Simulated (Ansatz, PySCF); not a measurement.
Gas-phase reaction in SMILES: C=[C]F → C=[C-]F (an electron is taken up)

Wanted: adiabatic electron affinity (0 K, with zero-point energies), in eV. Positive where the reaction releases energy. Terms: non-relativistic; open shells spin-unrestricted; no spin-orbit coupling; no dispersion term unless named. First-principles rows: single points at B3LYP-D3(BJ) geometries (Ansatz, a first-principles code), with unscaled harmonic terms from B3LYP/6-31G* at its own minima. Anions need diffuse functions, which STO-3G, LANL2DZ, def2-SVP, cc-pVDZ and Pople sets without + lack.

```csv
species,coefficient,"E at BP86/def2-SVP (PySCF), Eh","E at wB97X-V/def2-TZVPD (Ansatz), Eh","zero-point energy, kcal/mol"
C=[C]F,+1,-177.00223,-177.15250,19.40
C=[C-]F,-1,-177.03126,-177.20429,18.24
```

 1 Eh = 27.2114 eV and 1 eV = 23.0605 kcal/mol.

Q: Compute it at each level from the table.

A: 
- BP86/def2-SVP: the sum of coefficient times E is 0.02903 Eh, or 0.790 eV; the thermal terms add 0.050. Result: 0.84 eV.
- wB97X-V/def2-TZVPD: the sum of coefficient times E is 0.05179 Eh, or 1.409 eV; the thermal terms add 0.050. Result: 1.46 eV.
